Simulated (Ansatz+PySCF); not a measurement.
The numbers below are computed, except where a source is named.
## Ansatz (development build ahead of 0.2.0) run

```yaml
crystal:
  periodic: [false, false, false]
  atoms:
    - { symbol: C, position_ang: [-0.00536, -0.01548, -1.22202] }
    - { symbol: C, position_ang: [0.01955, 0.04241, 0.29615] }
    - { symbol: "N", position_ang: [0.01966, -0.04542, 1.44223] }
    - { symbol: H, position_ang: [-0.00575, -1.05704, -1.59819] }
    - { symbol: H, position_ang: [-0.88239, 0.47463, -1.52927] }
    - { symbol: H, position_ang: [0.88236, 0.48497, -1.59357] }
basis:
  gaussian: { orbitals: def2-SVP }
magnetization:
  spin_polarized: true
hamiltonian:
  xc: hf
correlation:
  method: mp2
  frozen_orbitals: { C: 1, H: 0, "N": 1 }
scf:
  omitted_lower_state_checks: [stability, starts, atomic_configurations, cluster_reference, orbital_swaps, given_window_search, neighbouring_geometries, increment]
```

The input is written out in the form of the current development build from the run's settings.

The run gave:

```
Converged                       : yes
Reference energy                : -131.82122 hartree
Correlation energy              : -0.42200 hartree
Total energy                    : -132.24322 hartree
Spin squared of the determinant : 0.000
```

Messages of the program:
```
mean field -3587.03812663 eV, -131.8212197719 hartree, gradient 2.6e-6 eV, S^2 0.000000; 0 other ends of a descent, 0 dependent functions left out
```
